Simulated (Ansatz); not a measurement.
# A basis-limit estimate, worked out

The pair of H2O2 (SMILES OO, atoms 1–4) and H2O2 (SMILES OO, atoms 5–8), both closed shells, in one local arrangement (a lower one may exist), relaxed at PBE0-D4/def2-TZVP:

O1  (0.667, -0.469, -1.835)
O2  (-0.461, -0.299, -0.983)
H3  (0.259, -0.377, -2.705)
H4  (-0.256, 0.539, -0.535)
O5  (0.057, 0.896, 1.441)
O6  (0.328, -0.476, 1.726)
H7  (-0.695, 1.065, 2.021)
H8  (0.101, -0.881, 0.870)
(Å)

Both fragments are computed in the basis of the whole pair.

Program: Ansatz 0.2.0. Basis: def2-TZVPPD and def2-QZVPPD. Cores are frozen in the correlated methods.

Energies in eV:

| quantity | pair | first fragment | second fragment |
| --- | --- | --- | --- |
| Hartree–Fock, triple zeta (X = 3) | -8209.63324 | -4104.74424 | -4104.73648 |
| Hartree–Fock, quadruple zeta (X = 4) | -8209.96548 | -4104.91017 | -4104.90226 |
| MP2 correlation, X = 3 | -27.16634 | -13.52674 | -13.53753 |
| MP2 correlation, X = 4 | -29.21313 | -14.54160 | -14.55287 |
| CCSD(T) correlation, X = 3 | -28.60076 | -14.24529 | -14.25557 |

Question: Work out the interaction energy at the basis limit: extrapolate Hartree–Fock as E(X) = E∞ + A exp(−7.88 √X) and the MP2 correlation as E(X) = E∞ + B X^−2.97 (the exponents that Neese and Valeev fitted for def2-TZVPP and QZVPP, reused here for the diffuse sets), then add CCSD(T) − MP2 in triple zeta.

Answer: Each step is linear, so take the differences first (pair − first fragment − second fragment): Hartree–Fock -0.15252 (X = 3) and -0.15305 (X = 4); MP2 correlation -0.10207 and -0.11866; CCSD(T) correlation -0.09990.
Two points give E∞ = E(4) + w [E(4) − E(3)], with w = 1/(exp(7.88 (2 − √3)) − 1) = 0.1377 for Hartree–Fock and w = 1/((4/3)^2.97 − 1) = 0.7407 for the correlation.
Hartree–Fock: -0.15305 + 0.1377 × (-0.00053) = -0.1531 eV.
MP2 correlation: -0.11866 + 0.7407 × (-0.01659) = -0.1309 eV.
CCSD(T) − MP2: -0.09990 − (-0.10207) = 0.0022 eV.
Sum: -0.1531 + (-0.1309) + 0.0022 = -0.2818 eV, or -6.50 kcal/mol. Plain CCSD(T) in triple zeta gives -0.2524 eV, so the larger basis shifts the result by -0.0294 eV.

No T1 diagnostic of these runs exceeds 0.013.

For scale, one of the runs: CCSD(T)/def2-TZVPPD, 228 basis functions, launched by `ansatz run in.yaml --threads 4 --pin off --events-out ev --progress --plain --max-ram 9574MiB`. Time: 86 s of wall clock on 4 CPU threads of an Arm Neoverse V2; the host was shared. Peak host memory: 4.2 GiB.
